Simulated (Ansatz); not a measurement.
From input file to script: BFH3N, SMILES NBF in Ansatz 0.2.0.

```yaml
crystal:
  periodic: [false, false, false]
  atoms:
    - { symbol: "N", position_ang: [-0.6716, 0.1945, -0.4635] }
    - { symbol: B, position_ang: [0.3724, -0.0964, 0.5228] }
    - { symbol: F, position_ang: [0.1633, 0.2203, 1.9083] }
    - { symbol: H, position_ang: [-0.9063, -0.6429, -0.9541] }
    - { symbol: H, position_ang: [-0.2917, 0.8521, -1.2175] }
    - { symbol: H, position_ang: [1.3759, -0.5916, 0.1578] }
basis:
  gaussian:
    orbitals: "6-31G*"
hamiltonian:
  xc: blyp
  dispersion: d3bj
md:
  timestep: 0.5
  n_steps: 40
  ensemble: nvt_nose_hoover
  temperature: 200.0
  nose_hoover:
    tau: 20.0
  initial_velocities: maxwell_boltzmann
  seed: 91
```

`bfh3n_md.py`
```python
import ansatz
from ase import Atoms
import numpy as np

atoms = Atoms(["N", "B", "F", "H", "H", "H"], positions=[
    (-0.6716, 0.1945, -0.4635),
    (0.3724, -0.0964, 0.5228),
    (0.1633, 0.2203, 1.9083),
    (-0.9063, -0.6429, -0.9541),
    (-0.2917, 0.8521, -1.2175),
    (1.3759, -0.5916, 0.1578),
])
mol = ansatz.Crystal.molecule_from_ase(atoms)

calc = (
    mol.calculation()
    .basis(gaussian="6-31G*")
    .functional("BLYP", dispersion="d3bj")
    .md("nvt_nose_hoover", timestep=0.5, steps=40, temperature=200, initial_velocities="maxwell_boltzmann", seed=91, thermostat_time=20)
)
frames = []
calc.session().plan().execute(on_event=lambda e: frames.append(e["data"]) if e["event"] == "md_step" else None)
print("t (fs)   E_pot (eV)      E_kin (eV)   T (K)   d(0-1) (A)")
for f in frames[::2]:
    xyz = np.array(f["positions_ang"])
    print(f"{f['time_fs']:6.2f} {f['lagrangian_ev']:14.5f} {f['e_kin_ev']:10.5f} {f['temperature_k']:8.1f} {np.linalg.norm(xyz[0] - xyz[1]):9.4f}")
kept = np.array([f["conserved_ev"] for f in frames])
print(f"conserved energy moves by at most {1000 * np.ptp(kept):.3f} meV")
symbols = [site.symbol for site in mol.cartesian_sites]
with open("last_frame.xyz", "w") as handle:
    handle.write(f"{len(symbols)}\nt = {frames[-1]['time_fs']} fs\n")
    handle.writelines("{:2s} {:10.5f} {:10.5f} {:10.5f}\n".format(s, *xyz) for s, xyz in zip(symbols, frames[-1]["positions_ang"]))
```

```console
$ python bfh3n_md.py
t (fs)   E_pot (eV)      E_kin (eV)   T (K)   d(0-1) (A)
  0.00    -4932.12613    0.10341    200.0    1.4654
  1.00    -4932.15353    0.13046    252.3    1.4662
  2.00    -4932.20012    0.17602    340.4    1.4675
  3.00    -4932.22124    0.19601    379.1    1.4695
  4.00    -4932.20683    0.18057    349.2    1.4724
  5.00    -4932.19955    0.17170    332.1    1.4761
  6.00    -4932.23792    0.20641    399.2    1.4803
  7.00    -4932.29404    0.25628    495.7    1.4849
  8.00    -4932.30832    0.26241    507.5    1.4894
  9.00    -4932.26618    0.21197    410.0    1.4934
 10.00    -4932.21088    0.14962    289.4    1.4962
 11.00    -4932.18610    0.11862    229.4    1.4973
 12.00    -4932.18747    0.11399    220.5    1.4966
 13.00    -4932.18727    0.10831    209.5    1.4942
 14.00    -4932.18237    0.09890    191.3    1.4902
 15.00    -4932.19988    0.11172    216.1    1.4851
 16.00    -4932.25208    0.15704    303.7    1.4792
 17.00    -4932.31045    0.20579    398.0    1.4732
 18.00    -4932.34630    0.23003    444.9    1.4675
 19.00    -4932.36851    0.23913    462.5    1.4625
 20.00    -4932.40414    0.25930    501.5    1.4586
conserved energy moves by at most 1.857 meV
```

Caveats:
- These settings explore the input space; basis and method may be short of convergence.
- The trajectory is only some femtoseconds long, so its temperature is not equilibrated; where the script doesn't relax first, it starts from a rough generated geometry.
- The temperature counts the internal degrees of freedom alone.
- Hardware and time: 59 s on 1 thread of Arm Neoverse N1, with other jobs on the host, peak memory 0.17 GiB.

(Lines on the test bed's own set-up are left out of the output.)
